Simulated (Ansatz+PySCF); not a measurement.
The numbers below are computed, except where a source is named.
A run of PySCF 2.14.0 on triplet AlP at this shape:

```xyz
2

Al    0.0000    0.0000    0.0000
P     0.0000    0.0000    2.7200
```

Its results:

```
Converged                       : yes
Reference energy                : -575.71891 hartree
CCSD correlation energy         : -0.05716 hartree
Triples correction              : -0.00580 hartree
Total energy                    : -575.78187 hartree
Spin squared of the determinant : 2.029
```

Which input gives this output? Name the method, the orbitals and the basis set, and write the input.

UHF-CCSD(T) in STO-3G.

```python
from pyscf import gto, scf, cc

mol = gto.M(atom="""
Al 0.000000 0.000000 0.000000
P 0.000000 0.000000 2.720000
""", basis='sto-3g', charge=0, spin=2)
mf = scf.UHF(mol)
mf.kernel()
mycc = cc.CCSD(mf, frozen=10).run()
et = mycc.ccsd_t()
print(mf.e_tot, mycc.e_corr, et, mycc.e_tot + et)
```

This is not the lowest solution: another run reaches a determinant 1.85 eV lower. Caution: large share of triples, a single reference is doubtful; another reference gives a lower total.
